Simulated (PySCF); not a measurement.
## Core-level binding energies of `C=CO/C=C\C`

Species: C5H8O.
Structure used (GFN2-xTB), in Å, numbered top down from 1:
```xyz
14
C5H8O angstrom
C     -2.895    0.374   -0.125
C     -1.851   -0.420    0.057
O     -0.579    0.037    0.003
C      0.433   -0.852    0.204
C      1.712   -0.501    0.173
C      2.207    0.884   -0.082
H     -2.772    1.422   -0.326
H     -3.894   -0.016   -0.077
H     -1.965   -1.482    0.260
H      0.128   -1.877    0.394
H      2.455   -1.265    0.341
H      1.372    1.561   -0.235
H      2.846    0.900   -0.964
H      2.801    1.234    0.763
```

Computed with delta-SCF UKS SCAN, pcX-2 on the ionised atom, pcseg-1 elsewhere, spin-free X2C (PySCF 2.14.0). Vertical ΔSCF values, vacuum level as zero.

Task: List the computed XPS lines with their assignment.

Result: 
```csv
atom(s),environment,level,binding energy (eV),above the level's lowest (eV),count
O3,ether oxygen,O 1s,539.23,0.00,1
C2,vinylic carbon bearing oxygen,C 1s,292.12,+2.37,1
C4,vinylic carbon bearing oxygen,C 1s,291.76,+2.01,1
C6,allylic carbon,C 1s,290.56,+0.81,1
C5,alkene CH carbon,C 1s,289.92,+0.17,1
C1,terminal =CH2 carbon,C 1s,289.75,0.00,1
```

The listed C 1s values span 2.37 eV, from C1 (bonded to C (double bond) and 2 H) to C2 (bonded to O, C (double bond) and H). The widest gap between neighbouring values is 1.20 eV, between 290.56 and 291.76 eV.

Task: Give the binding energy of C 1s of C1 in hartree and in kJ/mol.

Result: 289.75 eV = 10.6481 Eh = 27957 kJ/mol.

Task: Which photon energy gives electrons from C 1s of C1 a kinetic energy of 100 eV, and what is their de Broglie wavelength?

Result: hν = 289.75 + 100 = 389.75 eV, recoil neglected; λ = 12.264 Å/√(E/eV) = 1.23 Å.

The unrestricted hole states depart most from a pure doublet (⟨S²⟩ = 0.75; over 0.85 named) for C 1s of C2 (0.87), which makes this value less certain. The structure is a single GFN2-xTB conformer in the gas phase; no vibrational or solvent corrections.
